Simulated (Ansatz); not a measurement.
Geometry optimisation, Ansatz, RKS PBE0-D4/cc-pVDZ.

Input file:

```yaml
crystal:
  periodic: [false, false, false]
  atoms:
    - { symbol: B, position_ang: [0.0, 0.0, 0.0] }
    - { symbol: H, position_ang: [0.0, 0.0, 1.54] }
    - { symbol: H, position_ang: [1.0305, 0.0, -0.595] }
    - { symbol: "N", position_ang: [-1.3423, 0.0, -0.775] }
    - { symbol: H, position_ang: [-2.0112, -0.8164, -0.6764] }
    - { symbol: H, position_ang: [-1.5914, 0.8164, -1.4036] }
    - { symbol: O, position_ang: [-0.2139, 1.6086, 0.5392] }
    - { symbol: H, position_ang: [-1.1525, 1.9139, 0.3252] }
    - { symbol: H, position_ang: [-0.1135, 0.8538, 1.537] }
basis:
  gaussian: { orbitals: cc-pVDZ }
hamiltonian:
  xc: pbe0
  dispersion: d4
relax:
  f_tol: 0.15
  max_steps: 25
  restrain:
    - { distance: [0, 6], at: 1.41, k: 30.0 }
    - { distance: [8, 1], at: 0.66, k: 30.0 }
    - { distance: [0, 1], at: 2.39, k: 30.0 }
    - { distance: [8, 6], at: 2.21, k: 30.0 }
```

Run as:

```bash
$ ansatz run input.yaml --threads 1 --pin off --max-ram 2048MiB --backend cpu --events-out ev --progress --plain --runs-dir out
```

Where does it end, and by what steps?

It converged. The restraints hold the end off the free minimum. After 12 steps the energy has fallen by 4.270 eV (the restraints' own energy left out); H6 moved furthest, 0.96 Å.

| step | energy less start (eV) | largest force component (eV/Å) | accepted |
| --- | --- | --- | --- |
| 0 | 0.0000 | 4.401 | yes |
| 1 | -0.9810 | 5.883 | yes |
| 2 | -2.4145 | 4.588 | yes |
| 3 | -3.3104 | 2.106 | yes |
| 4 | -3.6969 | 1.618 | yes |
| 5 | -3.9903 | 1.460 | yes |
| 6 | -4.1309 | 1.579 | yes |
| 7 | -4.2173 | 1.617 | yes |
| 8 | -4.1988 | 1.792 | no |
| 9 | -4.2530 | 1.796 | yes |
| 10 | -4.2636 | 1.800 | yes |
| 11 | -4.2788 | 1.576 | yes |
| 12 | -4.2703 | 1.760 | yes |

```xyz
9
Properties=species:S:1:pos:R:3
B -0.130 0.500 -0.382
H -0.267 -0.126 1.932
H 0.858 -0.186 -0.459
N -1.367 -0.013 -0.798
H -1.461 -0.955 -1.148
H -2.240 0.496 -0.766
O 0.052 1.799 0.083
H -0.773 2.298 0.107
H -0.065 0.563 1.922
```

Time of the run: 25 s on 1 thread of Arm Neoverse V2 (shared host), peak memory 0.14 GiB.
